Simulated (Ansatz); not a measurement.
# C₅H₆: one species, many methods

An exercise on one series of results from a longer session: the logs are not shown, and one member is left open.

The runs use Ansatz 0.2.0, Gaussian basis; functionals in def2-TZVPP, the program's frozen cores in correlated methods.

Levels to be run: LDA (SPW92), PBE-D4, revPBE-D4, BLYP-D4, r2SCAN-D4, B97M-V, PBE0-D4, B3LYP-D4, r2SCANh-D4, r2SCAN0-D4, HSE06-D4, BHLYP-D4, CAM-B3LYP-D4, LC-ωPBE, ωB97X-V, ωB97M-V, B2PLYP, PBE-QIDH; CCSD(T)/def2-SVP; CCSD(T)/def2-TZVPP; MP2/def2-QZVPP; extrapolation to the limit; RPA on PBE.

## The relaxed structure

The geometry comes from an earlier relaxation with PBE0-D4 in a triple-zeta def2 set; it is a stationary point, not always the lowest conformer.

SMILES `CC1=CC=C1`, 11 atoms, charge 0, spin multiplicity 1.

Atoms are counted from 1 here; the program's logs count them from 0.

Bond lengths: C1–C2 1.469 Å, C1–H6 1.096 Å, C1–H7 1.092 Å, C1–H8 1.096 Å, C2–C3 1.332 Å, C2–C5 1.575 Å, C3–C4 1.559 Å, C3–H9 1.081 Å, C4–C5 1.328 Å, C4–H10 1.082 Å, C5–H11 1.081 Å. Angles: C2–C1–H6 110.9°, C2–C1–H7 111.2°, C2–C1–H8 110.9°, H6–C1–H7 108.6°, H6–C1–H8 106.4°, H7–C1–H8 108.6°, C1–C2–C3 137.3°, C1–C2–C5 132.9°, C3–C2–C5 89.8°, C2–C3–C4 90.1°, C2–C3–H9 134.8°, C4–C3–H9 135.1°, C3–C4–C5 90.6°, C3–C4–H10 134.6°, C5–C4–H10 134.8°, C2–C5–C4 89.5°, C2–C5–H11 135.2°, C4–C5–H11 135.3°.

Set-up of the first run:

Input file in.yaml:

```yaml
crystal:
  periodic: [false, false, false]
  atoms:
    - {symbol: C, position_ang: [-1.659536, 0.098621, 0.117099]}
    - {symbol: C, position_ang: [-0.194296, -0.007898, 0.098630]}
    - {symbol: C, position_ang: [0.781459, -0.238127, 0.975222]}
    - {symbol: C, position_ang: [1.838055, -0.112312, -0.164179]}
    - {symbol: C, position_ang: [0.875694, 0.118635, -1.050072]}
    - {symbol: H, position_ang: [-1.985181, 1.082844, -0.239384]}
    - {symbol: H, position_ang: [-2.053688, -0.054805, 1.123339]}
    - {symbol: H, position_ang: [-2.114488, -0.640242, -0.552869]}
    - {symbol: H, position_ang: [0.820473, -0.431926, 2.038333]}
    - {symbol: H, position_ang: [2.916214, -0.184174, -0.211902]}
    - {symbol: H, position_ang: [0.840694, 0.312182, -2.113418]}
basis:
  gaussian: {orbitals: def2-TZVPP}
hamiltonian: {xc: lda}
output: {orbitals: {seedname: orbitals}}
```

Command:

```
$ ansatz run in.yaml --threads 2 --pin off --events-out ev --progress --plain --max-ram 4352MiB
```

Among the steps run: LDA; PBE-D4 (GGA); revPBE-D4 (GGA); BLYP-D4 (GGA); r2SCAN-D4 (meta-GGA); B97M-V (meta-GGA); PBE0-D4 (hybrid); B3LYP-D4 (hybrid); r2SCANh-D4 (hybrid); r2SCAN0-D4 (hybrid); HSE06-D4 (hybrid); BHLYP-D4 (hybrid); CAM-B3LYP-D4 (range-separated); LC-ωPBE (range-separated); ωB97X-V (range-separated); ωB97M-V (range-separated); B2PLYP (double hybrid); PBE-QIDH (double hybrid).

One table of the session follows, with a row left open; its other results are not shown here.

It belongs to the step «Frontier levels by functional». 

```
  functional  HOMO (eV)  gap (eV)
 LDA (SPW92)      -4.48      1.90
      PBE-D4      -4.29      1.95
   revPBE-D4      -4.23      1.97
     BLYP-D4          ?         ?
   r2SCAN-D4      -4.37      2.17
      B97M-V      -4.37      2.27
     PBE0-D4      -5.29      3.97
    B3LYP-D4      -5.10      3.55
  r2SCANh-D4      -4.76      2.94
  r2SCAN0-D4      -5.35      4.09
    HSE06-D4      -4.89      3.18
    BHLYP-D4      -6.13      5.94
CAM-B3LYP-D4      -6.60      6.47
     LC-ωPBE      -7.96      9.05
     ωB97X-V      -7.57      8.55
     ωB97M-V      -7.50      8.38
```

Q: Estimate the row for BLYP-D4 from the others.

Worked estimate for «HOMO (eV)». Against the share of exact exchange, B3LYP-D4 (0.2, -5.10), BHLYP-D4 (0.5, -6.13) give a slope of -3.43 per unit share; at 0 the line stands at -4.41.

As computed: HOMO (eV): -4.14; gap (eV): 1.95. In «HOMO (eV)» the line misses by -0.27.
